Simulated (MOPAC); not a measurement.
MOPAC input (PM7):

```
PM7 FORCE THERMO(298,298) PRECISE LET CHARGE=-1 GEO-OK AUX(PRECISION=9) THREADS=1
CH4N

C     0.19299144 1    0.70612816 1    0.05106188 1
N    -0.06517301 1   -0.69772831 1   -0.09235359 1
H     0.12382952 1   -1.16360895 1    0.78852934 1
H    -1.05698295 1   -0.84044311 1   -0.24937861 1
H    -0.27687898 1    1.29879837 1    0.77009976 1
H     0.88508526 1    1.13576138 1   -0.60263426 1
```

From the last part of the output:

```
     H    6   3.722699   0.758671   0.074000   0.074001   0.477254   4.504758

          HEAT OF FORMATION =      34.031130 KCALS/MOLE

          ZERO POINT ENERGY      28.486 KCAL/MOL

           NORMAL COORDINATE ANALYSIS (Total motion = 1 Angstrom)

   Root No.       1         2         3         4         5         6         7         8

                 1 A"      2 A"      1 A'      2 A'      3 A'      3 A"      4 A'      5 A'

                 279.7     632.7    1002.4    1230.7    1303.9    1310.4    1398.0    1643.4

           1    0.0000    0.0000    0.0078   -0.0677    0.1321    0.0000   -0.0436   -0.0183
           2   -0.0052   -0.0696    0.0246    0.0251    0.0168   -0.0375   -0.0007   -0.0077
           3    0.0034    0.0453    0.0378    0.0385    0.0258    0.0244   -0.0010   -0.0119
           4   -0.0000   -0.0000   -0.0248    0.0815   -0.0964   -0.0000   -0.0118   -0.0292
           5    0.0171    0.0080   -0.0004   -0.0323   -0.0291    0.0456    0.0007   -0.0097
           6   -0.0112   -0.0052   -0.0006   -0.0497   -0.0447   -0.0297    0.0010   -0.0148
           7   -0.0170   -0.0505    0.1175   -0.1347   -0.1964    0.4298   -0.0281    0.3050
           8    0.0170    0.0306   -0.0635    0.0712    0.0750   -0.1331   -0.0007   -0.0883
           9    0.2353   -0.0240   -0.1152    0.1908    0.1952    0.0004   -0.0198    0.3014
          10    0.0170    0.0505    0.1175   -0.1348   -0.1964   -0.4298   -0.0281    0.3050
          11   -0.2084    0.0343   -0.0797    0.1458    0.1483   -0.0542   -0.0178    0.3114
          12   -0.1107   -0.0183   -0.1047    0.1422    0.1475    0.1215   -0.0087    0.0411
          13   -0.0000   -0.0000   -0.2474   -0.1810    0.0166   -0.0000    0.3565    0.0329
          14    0.2170    0.3149   -0.0795   -0.0347   -0.0193    0.0005    0.1360    0.0133
          15   -0.1413   -0.2051   -0.1221   -0.0532   -0.0297   -0.0003    0.2087    0.0205
          16    0.0000   -0.0000    0.2635    0.1241    0.1413    0.0000    0.3835   -0.0186
          17   -0.2022    0.3388   -0.0654   -0.0319    0.0009   -0.0003   -0.1188   -0.0101
          18    0.1317   -0.2207   -0.1003   -0.0490    0.0014    0.0002   -0.1823   -0.0154

   Root No.       9        10        11        12

                 4 A"      6 A'      7 A'      8 A'

                2716.9    2769.6    2796.8    2841.7

           1    0.0000    0.0089    0.0034   -0.0274
           2   -0.0014   -0.0277   -0.0036   -0.0073
           3    0.0009   -0.0426   -0.0056   -0.0113
           4    0.0000    0.0034   -0.0104   -0.0082
           5   -0.0418    0.0006   -0.0099   -0.0037
           6    0.0272    0.0010   -0.0152   -0.0056
           7    0.1772   -0.0251    0.1210    0.0476
           8    0.4338   -0.0714    0.3245    0.1145
           9    0.0054    0.0097   -0.0473   -0.0167
          10   -0.1772   -0.0251    0.1210    0.0476
          11    0.1703    0.0378   -0.1744   -0.0616
          12   -0.3990   -0.0614    0.2777    0.0980
          13   -0.0000   -0.2772   -0.0943    0.1403
          14    0.0013    0.2069    0.0796   -0.1261
          15   -0.0008    0.3176    0.1223   -0.1936
          16    0.0000    0.1741   -0.0430    0.2045
          17   -0.0082    0.1482   -0.0486    0.2116
          18    0.0054    0.2274   -0.0746    0.3248

           MASS-WEIGHTED COORDINATE ANALYSIS (NORMAL COORDINATES)

   Root No.       1         2         3         4         5         6         7         8

                 1 A"      2 A"      1 A'      2 A'      3 A'      3 A"      4 A'      5 A'

                 279.7     632.7    1002.4    1230.7    1303.9    1310.4    1398.0    1643.4

           1    0.0000    0.0000    0.0527   -0.3713    0.6019    0.0000   -0.2349   -0.0988
           2   -0.0361   -0.3815    0.1662    0.1377    0.0765   -0.1888   -0.0035   -0.0418
           3    0.0235    0.2485    0.2551    0.2115    0.1175    0.1230   -0.0054   -0.0641
           4   -0.0000   -0.0000   -0.1805    0.4830   -0.4742   -0.0000   -0.0688   -0.1706
           5    0.1294    0.0471   -0.0029   -0.1917   -0.1434    0.2480    0.0038   -0.0564
           6   -0.0843   -0.0307   -0.0044   -0.2943   -0.2201   -0.1616    0.0059   -0.0865
           7   -0.0345   -0.0802    0.2296   -0.2142   -0.2592    0.6270   -0.0438    0.4773
           8    0.0345    0.0486   -0.1241    0.1131    0.0989   -0.1941   -0.0011   -0.1381
           9    0.4769   -0.0381   -0.2251    0.3034    0.2577    0.0006   -0.0309    0.4717
          10    0.0345    0.0802    0.2296   -0.2142   -0.2592   -0.6270   -0.0438    0.4773
          11   -0.4223    0.0545   -0.1557    0.2318    0.1957   -0.0790   -0.0278    0.4873
          12   -0.2243   -0.0290   -0.2045    0.2261    0.1946    0.1773   -0.0135    0.0643
          13   -0.0000   -0.0000   -0.4833   -0.2877    0.0219   -0.0000    0.5564    0.0515
          14    0.4397    0.5003   -0.1554   -0.0551   -0.0255    0.0007    0.2122    0.0209
          15   -0.2865   -0.3259   -0.2386   -0.0846   -0.0392   -0.0005    0.3258    0.0320
          16    0.0000   -0.0000    0.5148    0.1972    0.1865    0.0000    0.5985   -0.0290
          17   -0.4098    0.5382   -0.1277   -0.0507    0.0012   -0.0004   -0.1854   -0.0157
          18    0.2670   -0.3506   -0.1960   -0.0779    0.0019    0.0003   -0.2846   -0.0242

   Root No.       9        10        11        12

                 4 A"      6 A'      7 A'      8 A'

                2716.9    2769.6    2796.8    2841.7

           1    0.0000    0.0508    0.0215   -0.1698
           2   -0.0068   -0.1577   -0.0232   -0.0456
           3    0.0045   -0.2421   -0.0356   -0.0700
           4    0.0000    0.0208   -0.0720   -0.0550
           5   -0.2264    0.0040   -0.0685   -0.0246
           6    0.1475    0.0061   -0.1052   -0.0377
           7    0.2574   -0.0415    0.2243    0.0856
           8    0.6301   -0.1178    0.6015    0.2060
           9    0.0079    0.0160   -0.0877   -0.0300
          10   -0.2574   -0.0414    0.2243    0.0856
          11    0.2474    0.0622   -0.3233   -0.1107
          12   -0.5796   -0.1013    0.5147    0.1763
          13   -0.0000   -0.4570   -0.1747    0.2524
          14    0.0018    0.3410    0.1476   -0.2268
          15   -0.0012    0.5235    0.2266   -0.3482
          16    0.0000    0.2870   -0.0797    0.3678
          17   -0.0120    0.2442   -0.0901    0.3806
          18    0.0078    0.3749   -0.1383    0.5842

          DESCRIPTION OF VIBRATIONS

 VIBRATION          1    1A"         ATOM PAIR     ENERGY CONTRIBUTION    RADIAL
 FREQUENCY           279.73         N 2 -- H 3         +39.8% (164.8%)      3.1%
 TRANSITION DIPOLE   0.2751         N 2 -- H 4         +39.8% (164.8%)      3.1%
 TRAVEL (Ang.)       0.9847         C 1 -- H 5          +9.5% ( 80.3%)      0.0%
 REDUCED MASS        0.2486         C 1 -- H 6          +7.4% ( 71.2%)      0.0%
 EFFECTIVE MASS      2.8816
 FORCE CONSTANT      0.0115

 VIBRATION          2    2A"         ATOM PAIR     ENERGY CONTRIBUTION    RADIAL
 FREQUENCY           632.66         C 1 -- H 6         +43.5% ( 66.8%)      0.0%
 TRANSITION DIPOLE   1.8692         C 1 -- H 5         +37.6% ( 62.1%)      0.0%
 TRAVEL (Ang.)       0.3613         C 1 -- N 2         +10.6% ( 32.9%)      0.0%
 REDUCED MASS        0.8163         N 2 -- H 4          +4.1% ( 20.6%)      9.6%
 EFFECTIVE MASS      2.7267
 FORCE CONSTANT      0.1925

 VIBRATION          3    1A'         ATOM PAIR     ENERGY CONTRIBUTION    RADIAL
 FREQUENCY          1002.42         C 1 -- H 5         +37.1% ( 77.0%)      6.5%
 TRANSITION DIPOLE   0.6229         C 1 -- H 6         +35.1% ( 74.9%)     14.1%
 TRAVEL (Ang.)       0.4350         N 2 -- H 3          +9.9% ( 39.8%)      0.2%
 REDUCED MASS        0.3556         N 2 -- H 4          +9.9% ( 39.8%)      0.2%
 EFFECTIVE MASS      2.4752
 FORCE CONSTANT      0.2105

 VIBRATION          4    2A'         ATOM PAIR     ENERGY CONTRIBUTION    RADIAL
 FREQUENCY          1230.69         C 1 -- N 2         +31.2% ( 69.0%)     66.7%
 TRANSITION DIPOLE   0.5020         N 2 -- H 4         +21.1% ( 56.8%)      0.4%
 TRAVEL (Ang.)       0.1535         N 2 -- H 3         +21.1% ( 56.8%)      0.4%
 REDUCED MASS        2.3255         C 1 -- H 6         +14.8% ( 47.5%)      0.5%
 EFFECTIVE MASS      7.2002         C 1 -- H 5         +11.8% ( 42.5%)     88.7%
 FORCE CONSTANT      2.0753

 VIBRATION          5    3A'         ATOM PAIR     ENERGY CONTRIBUTION    RADIAL
 FREQUENCY          1303.88         C 1 -- N 2         +38.6% ( 79.8%)     87.7%
 TRANSITION DIPOLE   0.9027         C 1 -- H 5         +16.1% ( 51.5%)      6.8%
 TRAVEL (Ang.)       0.1312         N 2 -- H 4         +15.4% ( 50.5%)     26.9%
 REDUCED MASS        3.0039         N 2 -- H 3         +15.4% ( 50.5%)     26.9%
 EFFECTIVE MASS      8.7401         C 1 -- H 6         +14.5% ( 49.0%)     51.3%
```

The dipole moment of an ion depends on the origin.
